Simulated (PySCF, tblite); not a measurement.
# 1-aminopyrrolidine: geometry, infrared bands and NMR shifts

What infrared bands and NMR shifts should 1-aminopyrrolidine (`NN1CCCC1`) show?

Programs: tblite 0.8.0 and PySCF 2.14.0, with density-fitted response routines of our own. Each step states its level of theory. These are calculated values for one molecule in the gas phase, unless marked as measured. Atoms count from 0, in the outputs and in this text.

## 1. Starting geometry

16 atoms, charge 0, multiplicity 1; geometry from: force field or distance geometry start.

Bonds of the start (Å): N0–N1 1.39, N1–C2 1.43, C2–C3 1.52, C3–C4 1.51, C4–C5 1.49, C5–N1 1.43, N0–H6 1.05, N0–H7 1.06, C2–H8 1.09, C2–H9 1.12, C3–H10 1.11, C3–H11 1.09, C4–H12 1.10, C4–H13 1.09, C5–H14 1.12, C5–H15 1.10.

## 2. Relaxing the molecule with GFN2-xTB

Job settings and geometry (Å):

```
{"job": {"kind": "relax", "xc": "GFN2-xTB", "basis": "xTB"}, "charge": 0, "multiplicity": 1}
N      1.833300     0.430500    -0.676800
N      0.964600     0.236100     0.386700
C      0.334500    -1.049700     0.425500
C     -0.924300    -0.920300    -0.416400
C     -1.357600     0.488600    -0.069700
C     -0.134200     1.151300     0.467300
H      2.300900    -0.446400    -1.003200
H      2.616200     1.042400    -0.308000
H      0.956000    -1.899800     0.128100
H     -0.016300    -1.237500     1.475700
H     -1.668500    -1.676000    -0.074600
H     -0.776900    -1.080400    -1.481900
H     -1.659800     0.986500    -1.006000
H     -2.173000     0.517100     0.655200
H     -0.334900     1.368000     1.545600
H      0.032300     2.098400    -0.058900
```

Command:

```
> OMP_NUM_THREADS=1 python probes_run.py task.json out
```

The driver reads the jobs from task.json and runs them one after another.

**Question.** This job is followed by: GFN2-xTB harmonic vibrations, gas phase; GIAO PBE0/pcSseg-1 NMR shielding, non-relativistic, gas phase. What will the session give for the following? strongest single infrared mode (GFN2-xTB); zero-point energy (GFN2-xTB); ¹³C shifts against TMS (PBE0/pcSseg-1, means over atoms taken as alike); ¹H shifts against TMS (PBE0/pcSseg-1, means over atoms taken as alike); ¹⁵N shifts against NH3 (PBE0/pcSseg-1); surface potential, 1st and 99th percentile.

As calculated:

| quantity | value |
| --- | --- |
| strongest single infrared mode (GFN2-xTB) | 3004 cm⁻¹, 96 km/mol |
| zero-point energy (GFN2-xTB) | 89.5 kcal/mol |
| ¹³C shifts against TMS (PBE0/pcSseg-1, means over atoms taken as alike) | 62.0, 26.3 ppm |
| ¹H shifts against TMS (PBE0/pcSseg-1, means over atoms taken as alike) | 2.84, 2.58, 1.76 ppm |
| ¹⁵N shifts against NH3 (PBE0/pcSseg-1) | 114.5, 106.4 ppm |
| surface potential, 1st and 99th percentile | -1.67 V and 1.27 V |

Over 39 steps the energy fell by 0.417 eV; of the close pairs, N0–N1 changed most, 1.387 to 1.462 Å. The lowest mode is imaginary (151i cm⁻¹), so the xTB geometry is not a minimum. The strongest single mode, at 3004 cm⁻¹, moves mainly H11 and H13. GFN2-xTB is a fitted tight-binding method: band positions and strengths are rough. Its intensities can rank the bands wrongly. C2, C5 (mean) (sp3 CH2 bonded to N) lies farthest downfield among carbon, at 62.0 ppm; pulled downfield by the heteroatom. The most deshielded hydrogen is H8, H9, H14, H15 (mean) (hydrogen on an sp3 CH2 bonded to N), at 2.84 ppm: its carbon carries N, an electronegative neighbour. At PBE0/pcSseg-1: The largest span, 193 ppm, is at N0, where the paramagnetic term is -160 ppm.
